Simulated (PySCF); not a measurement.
**AlH2ClF− (SMILES [F][AlH2-][Cl]): levels of theory compared**

Aim: a comparison of 6 runs (B3LYP/STO-3G, M06-2X/STO-3G, PBE0/STO-3G, CCSDT/STO-3G, CISD/STO-3G, UCCSD(T)/STO-3G) of AlH2ClF−. The job is set up through a Python script.

The calculation is run with PySCF 2.14.0.

2 further runs of the same task are left out: 2 set aside as unsound or not needed.

### 1 The system as given

AlH2ClF− has 5 atoms, charge -1, and is taken as a singlet. As SMILES, `[F][AlH2-][Cl]`. The Al2–Cl3 distance was set to 3.168 Å, away from the relaxed value. At this shape a bond of the SMILES string is far longer than usual.

Bond lengths: F1–Al2 1.693 Å, Al2–H4 1.585 Å, Al2–H5 1.585 Å. Angles: F1–Al2–H4 109.3°, F1–Al2–H5 109.3°, H4–Al2–H5 113.5°.

### 2 The energy at B3LYP/STO-3G (run 1)

input.py

```python
from pyscf import gto, dft

mol = gto.M(
    atom='''
F     -2.063649     0.641766     0.946865
Al    -0.957319     0.589916    -0.334225
Cl     1.653880    -0.992940     0.511330
H     -1.603029    -0.194214    -1.550865
H     -0.511399     2.065906    -0.700475
''',
    max_memory=1860,
    verbose=3,
    spin=0,
    charge=-1,
    basis='sto-3g',
)

mf = dft.RKS(mol, xc='b3lyp')
mf.grids.level = 5
mf.conv_tol = 1e-10
mf.kernel()
if not mf.converged:
    mf = mf.newton().run(mf.mo_coeff, mf.mo_occ)

e_tot = mf.e_tot
print('E(%s) = %.9f' % ('B3LYP', e_tot))
```

Started as:

```
$ OMP_NUM_THREADS=1 python input.py
```

The log of the run:

```text
converged SCF energy = -794.250808585484
E(B3LYP) = -794.250808585
```

Run time: 3.3 s. Hardware: 1 thread of Arm Neoverse V2, shared host; peak memory 0.22 GiB.

### 3 A single-point energy at M06-2X/STO-3G (run 2)

start.xyz

```xyz
5
AlClFH2
F     -2.063649     0.641766     0.946865
Al    -0.957319     0.589916    -0.334225
Cl     1.653880    -0.992940     0.511330
H     -1.603029    -0.194214    -1.550865
H     -0.511399     2.065906    -0.700475
```

input.py

```python
from pyscf import gto, dft

mol = gto.Mole()
mol.atom = 'start.xyz'
mol.charge = -1
mol.verbose = 3
mol.basis = 'sto-3g'
mol.max_memory = 1860
mol.build()

calc0 = dft.RKS(mol, xc='m06-2x')
calc0.conv_tol = 1e-10
calc0.grids.level = 5
calc0.kernel()
if not calc0.converged:
    calc0 = calc0.newton().run(calc0.mo_coeff, calc0.mo_occ)

energy = calc0.e_tot
print('E = %.10f Eh' % energy)
```

Started as:

```
$ OMP_NUM_THREADS=1 python input.py
```

The log of the run:

```text
converged SCF energy = -794.277201918005
E = -794.2772019180 Eh
```

It took 4.5 s on 1 thread of Arm Neoverse V2, shared host; peak memory 0.22 GiB.

Runs 3 to 4 aren't shown in full; the table further down has their settings and results.

### 4 A single-point energy at CISD/STO-3G (run 5)

run.py

```python
from pyscf import gto, scf, ci

molecule = gto.M(
    atom='''
F   -2.063649   0.641766   0.946865
Al  -0.957319   0.589916  -0.334225
Cl   1.653880  -0.992940   0.511330
H   -1.603029  -0.194214  -1.550865
H   -0.511399   2.065906  -0.700475
''',
    max_memory=1860,
    verbose=3,
    basis='sto-3g',
    charge=-1,
)

mf = scf.RHF(molecule)
mf.conv_tol = 1e-10
mf.kernel()
if not mf.converged:
    mf = mf.newton().run(mf.mo_coeff, mf.mo_occ)

cisd = ci.CISD(mf, frozen=11)
cisd.kernel()
e_final = cisd.e_tot
print('E(%s) = %.9f' % ('CISD', e_final))
```

Started as:

```
$ OMP_NUM_THREADS=1 python run.py
```

The log of the run:

```text
converged SCF energy = -792.739054110122
E(RCISD) = -792.8012042812827  E_corr = -0.06215017116042176
E(CISD) = -792.801204281
```

Wall time 0.56 s (1 thread of Arm Neoverse V2, shared host); peak memory 0.1 GiB.

### 5 A single-point energy at UCCSD(T)/STO-3G (run 6)

job.py

```python
from pyscf import gto, cc

mol = gto.M(
    atom='''
F     -3.899731     1.212762     1.789316
Al    -1.809071     1.114780    -0.631594
Cl     3.125380    -1.876385     0.966274
H     -3.029286    -0.367011    -2.930710
H     -0.966404     3.903997    -1.323706
''',
    verbose=3,
    max_memory=1860,
    unit='bohr',
    basis='sto-3g',
    charge=-1,
)

mf = mol.UHF()
mf.conv_tol = 1e-10
mf.kernel()
if not mf.converged:
    mf = mf.newton().run(mf.mo_coeff, mf.mo_occ)
for _ in range(3):
    mo, _, stable, _ = mf.stability(return_status=True)
    if stable:
        break
    mf.kernel(mf.make_rdm1(mo, mf.mo_occ))

mycc = cc.CCSD(mf, frozen=11)
mycc.kernel()
e_t = mycc.ccsd_t()
e_final = mycc.e_tot + e_t
print(f'total energy: {e_final:.8f} hartree')
```

Started as:

```
$ OMP_NUM_THREADS=1 python job.py
```

The log of the run:

```text
converged SCF energy = -792.739054108838  <S^2> = 4.3947068e-12  2S+1 = 1
<class 'pyscf.scf.uhf.UHF'> wavefunction is stable in the internal stability analysis
E(UCCSD) = -792.802268171838  E_corr = -0.06321406299983534
UCCSD(T) correction = -0.00262824884288263
total energy: -792.80489642 hartree
```

Wall time 0.78 s (1 thread of Arm Neoverse V2, shared host); peak memory 0.12 GiB.

### 6 Overview of the runs

```csv
run,level,integration grid,frozen core orbitals,energy (Eh),HOMO energy (eV),LUMO energy (eV),HOMO–LUMO gap (eV),wall time
1,B3LYP/STO-3G,5,–,-794.250809,3.14,8.28,5.14,3.3 s
2,M06-2X/STO-3G,5,–,-794.277202,1.59,9.31,7.72,4.5 s
3,PBE0/STO-3G,5,–,-793.921566,2.86,8.52,5.66,3.3 s
4,CCSDT/STO-3G,–,11,-792.805320,-0.56,12.08,12.64,1.2 s
5,CISD/STO-3G,–,11,-792.801204,-0.56,12.08,12.64,0.56 s
6,UCCSD(T)/STO-3G,–,11,-792.804896,-0.56,12.08,12.64,0.78 s
```

### 7 Outcome

```
                                                    quantity          value
                                         run 6: total energy  -792.80490 Eh
                  run 6: HOMO energy (Hartree–Fock orbitals)       -0.56 eV
                  run 6: LUMO energy (Hartree–Fock orbitals)       12.08 eV
run 6: HOMO–LUMO gap (to an unbound level, set by the basis)       12.64 eV
         run 6: correlation energy (11 core orbitals frozen)      -65.8 mEh
                                       run 6: (T) correction      -2.63 mEh
                                        run 6: T1 diagnostic          0.013
```

What this shows: Over runs 1, 2, 3 the HOMO–LUMO gap runs from 5.14 eV (B3LYP/STO-3G) to 7.72 eV (M06-2X/STO-3G). The empty levels of an anion lie above zero and hang on the basis. Totals of different functionals can't be ranked against each other. In runs 1, 2, 3 the HOMO lies above zero, so the outermost electron may be held by the basis alone. In runs 1, 2, 3, 4, 5, 6 the basis is minimal, so the values are rough. All runs together took 14 s, the longest 4.5 s.
